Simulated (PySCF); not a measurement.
C₂H₄O (triplet state).
Cartesian coordinates in Å at the PBE0-D3(BJ)/def2-SVP level; atoms count from 1:
```xyz
7
C2H4O angstrom
C      1.521   -0.083    0.337
O      0.420   -0.733    0.030
C     -0.800   -0.006    0.004
H      2.233    0.316   -0.404
H     -1.037    0.393    1.002
H     -1.586   -0.706   -0.307
H     -0.745    0.829   -0.715
```

Identity: `[CH]OC` [triplet].

Method: UKS B3LYP, IGLO-III on C O, pcH-1 on H, non-relativistic, mean-field spin-orbit, GIAO in PySCF. Geometry: PBE0-D3(BJ)/def2-SVP; no solvent, vibrations or thermal averaging. This triplet need not be the ground state; the singlet was not compared here. Stability of the SCF solution: not tested.

(1) Break the g tensor into its mass correction, gauge correction and orbital-Zeeman/spin–orbit terms.

(2) At 9.386 GHz, how far is the centre of the isotropic spectrum from where a free electron (g = 2.002319) resonates, zero-field splitting left aside?

(3) What effective moment and Curie constant follow for a powder at temperatures where kT is far above the zero-field splitting?

(4) What are the electron Larmor frequencies g μB B/h along the three axes at 1200 mT?

Results:

(1) 
```
                    Δg (ppm)     1     2     3
relativistic mass correction  -175  -175  -175
            gauge correction    34    11     5
   orbital Zeeman/spin–orbit   -79   339   916
                       total  -221   175   746
```

So g = 2.00210, 2.00249, 2.00307 and g_iso = 2.00255; the tensor is rhombic: the two nearest values differ by 41 % of g3 − g1. 

(2) B = hν/(g μB) with μB/h = 13.99624 MHz/mT gives 334.92 mT for the free electron and 334.88 mT at g_iso, 0.04 mT lower.

(3) With the mean of g² = 4.0102 and S(S+1) = 2.00: μ_eff = √(⟨g²⟩S(S+1)) = 2.832 μB and χT = 0.12505·⟨g²⟩·S(S+1) = 1.003 cm³ K/mol (cgs; spin-Hamiltonian part alone).

(4) 33.6262, 33.6329, 33.6425 GHz for g1, g2 and g3, a range of 16.2 MHz.

The largest Mulliken spin populations are on C1 (+1.79) and O2 (+0.11). No atom but C1 exceeds +0.15.

The HOMO–LUMO gaps are 6.69 eV among the α and 7.01 eV among the β orbitals.
